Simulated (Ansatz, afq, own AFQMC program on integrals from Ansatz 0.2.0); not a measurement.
Integrals from Ansatz 0.2.0, then the random walk in our own AFQMC program (afq).

```yaml
crystal:
  periodic: [false, false, false]
  atoms:
    - {symbol: Si, position_ang: [0.000000, -0.109217, 0.000000]}
    - {symbol: H, position_ang: [0.000000, 1.521624, -1.665538]}
    - {symbol: H, position_ang: [0.000000, 1.521624, 1.665538]}
basis:
  gaussian: {orbitals: cc-pVDZ}
magnetization: {spin_polarized: true, initial_magnetization: 0}
correlation: {method: ccsd_t, electrons: outside_noble_gas, hamiltonian_folder: ham}
```

```sh
$ ansatz run in.yaml --threads 1 --pin off --events-out ev --progress --plain --max-ram 16896MiB --backend cuda --devices 0, --max-vram 18GiB
```

Options of the walk:

```
--method phaseless --trial hf --walkers 4000 --populations 20 --least-time 40 --time-step 0.005 --steps-per-block 20 --equilibration-blocks 160 --max-blocks 4000 --target-error 0.00145 --factor-cut 1e-05 --start spin_pure --seed 1923 --taylor-order 6
```

Times are imaginary, in 1/Eh. The walk had a cap of 49 s. With eight or more populations the least sampling time is a fifth of least-time, and the error comes from their spread.

afq prints:

```
orbitals 23  electrons 3 3  factors 140 of 271
reference energy -289.88374031 Eh
CCSD correlation -0.11977790 Eh in 16 cycles, weight of the determinant in the CISD state 0.6439
energy of the start -289.905805 Eh
 block  time / (1/Eh)  mean weight  energy / Eh
     1     0.100  1.0002  -289.918514
     2     0.200  1.0003  -289.929201
     3     0.300  1.0004  -289.938422
     4     0.400  1.0005  -289.946295
     5     0.500  1.0002  -289.953649
     7     0.700  1.0004  -289.964798
     9     0.900  1.0003  -289.974353
    13     1.300  1.0003  -289.986280
    25     2.500  1.0001  -290.002505
    37     3.700  0.9999  -290.009467
    49     4.900  1.0001  -290.010252
    61     6.100  1.0002  -290.011888
    73     7.300  1.0000  -290.013943
    85     8.500  1.0003  -290.012166
    97     9.700  1.0000  -290.011434
   109    10.900  0.9998  -290.012999
   121    12.100  0.9997  -290.006786
   133    13.300  1.0001  -290.008352
   145    14.500  1.0000  -290.008936
   157    15.700  0.9998  -290.009593
   169    16.900  0.9999  -290.010961
   181    18.100  1.0001  -290.009857
   193    19.300  0.9998  -290.012721
   205    20.500  1.0000  -290.011806
   217    21.700  1.0000  -290.009830
   229    22.900  1.0000  -290.010302
   235    23.500  1.0000  -290.012625
error from the spread of 20 populations
energy -290.010989 +/- 0.000760 Eh
(rows thinned)
```

The run passed its tests (sampling time, drift between the halves within three errors, error under three times the target), which doesn't prove that it has relaxed.

Against this walk (error 20.7 meV) on the same determinant: CCSD(T) 45.7 meV higher, CCSDT(Q) 80.3 meV lower, CCSDTQ 82.9 meV lower, full CI 83.1 meV lower, a separate phaseless walk with a CISD trial and standard settings 21.6 ± 21.7 meV lower (within the noise). The error is statistical and leaves out the bias of the constraint. The determinant has ⟨S²⟩ = 1.03, so the low cluster orders mix in higher spin, while the walk starts as a pure singlet. Full CI is exact here, so the walk's 83 meV above it is the walk's own error: the bias of the constraint with this trial. The determinant is a poor start (see the cautions), so the low cluster orders aren't to be relied on, and full CI is the sure value.

Cautions: constraint bias not in the error; strong correlation (T1 0.135, weight of the determinant 0.64, largest double 0.15); unrestricted determinant spin contaminated (⟨S²⟩ 1.03 against 0.00).

The walk took 25 s on 1 × NVIDIA H100 80GB HBM3 with 2 threads of AMD EPYC 7R13 Processor (Zen 3), with other jobs on the host (the card was shared). The log's last line is the phaseless energy.

CCSDT and higher add their correlation energy to the determinant of the CCSD(T) run, since their own runs factorise the integrals more tightly (a shift of under 2 meV). A walk keeps the symmetry of its determinant, which the program's search chose and which needn't be the lowest solution, so a lower state of the same spin and another symmetry isn't excluded.
